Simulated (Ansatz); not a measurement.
System: NH3, charge 0, singlet. NH3 (SMILES N).
B3LYP-D3(BJ)/def2-TZVP minimum from Ansatz (a quantum-chemistry and plane-wave program):
```
N
H 1 1.0136
H 1 1.0136 2 107.33
H 1 1.0136 2 107.33 3 -115.09
```
Charge 0, spin multiplicity 1.

Hartree-Fock and CCSD(T) correlation energies in hartree (Ansatz). Radicals and triplets start from unrestricted determinants; spin-orbit coupling is neglected. Cores are frozen in correlated methods. No relativity.

```
basis    X      E(HF)  E(corr, CCSD(T))
-------  -  ---------  ----------------
cc-pVTZ  3  -56.21775          -0.25529
cc-pVQZ  4  -56.22299          -0.26998
cc-pV5Z  5  -56.22463          withheld
```

Problem. Fit E(corr) = E∞ + A/X³ to X = 3 and 4, predict X = 5, and compare with the run.

Solution. A = (-0.25529 - (-0.26998))/(1/27 - 1/64) = 0.6861; E∞ = -0.26998 - A/64 = -0.28070; at X = 5, E∞ + A/125 = -0.27521. The run gave -0.27477, 0.44 mEh above the prediction. The same form on X = 4 and 5 gives E∞ = -0.27980, 0.90 mEh above the first estimate.
